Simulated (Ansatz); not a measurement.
Input file:

```yaml
crystal:
  periodic: [false, false, false]
  atoms:
    - {symbol: Si, position_ang: [0.000000, 0.000000, 0.000000]}
    - {symbol: O, position_ang: [0.000000, 0.000000, 1.869000]}
basis:
  gaussian: {orbitals: 6-31G}
total_charge: 1
magnetization: {spin_polarized: false, initial_magnetization: 3}
hamiltonian: {xc: {name: PBE}}
correlation: {method: ccsdt, electrons: all}
scf: {omitted_lower_state_checks: [cluster_reference]}
output: {forces: true}
```

```sh
$ ansatz run in.yaml --threads 1 --pin off --events-out ev --progress --plain --max-ram 2393MiB
```

Problem. Roughly how long does this take on 1 thread of Intel Xeon 6975P-C, shared host, and how much host memory?

Solution. 38 s wall and 0.51 GiB.

```
these checks for a lower state are left out or cut short: cluster_reference
388 factors; integrals over basis functions are off by at most 4.6e-8 eV
mean field evaluation 1: about -9886.2077 eV, gradient 7.1e1 eV
mean field evaluation 2: about -9886.1792 eV, gradient 7.1e1 eV
mean field evaluation 4: about -9890.2305 eV, gradient 5.4e1 eV
mean field evaluation 8: about -9901.8551 eV, gradient 6.6e0 eV
mean field evaluation 16: about -9901.9894 eV, gradient 5.1e-2 eV
mean field evaluation 32: about -9901.6832 eV, gradient 2.1e-3 eV
mean field evaluation 64: about -9901.6832 eV, gradient 1.4e-6 eV
mean field evaluation 96: about -9901.8093 eV, gradient 1.1e0 eV
mean field evaluation 128: about -9901.8989 eV, gradient 1.3e0 eV
mean field evaluation 160: about -9807.9313 eV, gradient 6.3e1 eV
mean field -9901.98876003 eV, -363.8913751221 hartree, gradient 3.2e-6 eV, S^2 3.750000; 11 other end points of the search recorded, 0 dependent functions left out
reference -9884.53787069 eV, -363.2500667674 hartree; 12, 9 occupied and 10, 13 virtual orbitals, 388 factors
second order -3.61906370 eV of doubles, -0.59555546 eV of singles
...
cycle   2  -4.50061006 eV  change   -2.6e-7 eV  update   1.0e-6
cycle   3  -4.50061005 eV  change    1.2e-8 eV  update   8.7e-7
cycle   4  -4.50061009 eV  change   -3.7e-8 eV  update   7.3e-7
cycle   5  -4.50061015 eV  change   -6.2e-8 eV  update   7.0e-7
cycle   6  -4.50061045 eV  change   -3.0e-7 eV  update   6.1e-7
cycle   7  -4.50061110 eV  change   -6.6e-7 eV  update   4.6e-7
cycle   8  -4.50061213 eV  change   -1.0e-6 eV  update   3.3e-7
cycle   9  -4.50061338 eV  change   -1.2e-6 eV  update   2.8e-7
cycle  10  -4.50061440 eV  change   -1.0e-6 eV  update   2.1e-7
cycle  11  -4.50061508 eV  change   -6.7e-7 eV  update   1.5e-7
WARN: these amplitudes may be one of several solutions (largest doubles amplitude 0.67, level shift 0.00 eV)
the calculation of the forces begins
Total energy: -9889.03848577 eV, -363.4154613209 hartree
Atom 0 at     0.000000     0.000000     0.000000 Å, force     0.000000    -0.000000    -0.834703 eV/Å
Atom 1 at     0.000000     0.000000     1.869000 Å, force     0.000000    -0.000000     0.834703 eV/Å
Dipole moment:    -0.000000     0.000000    -0.640853 e Å
Checks for a lower state left out: cluster_reference
```

Forces (eV/Å):
```
Si   0.000  0.000 -0.835
O    0.000  0.000  0.835
```
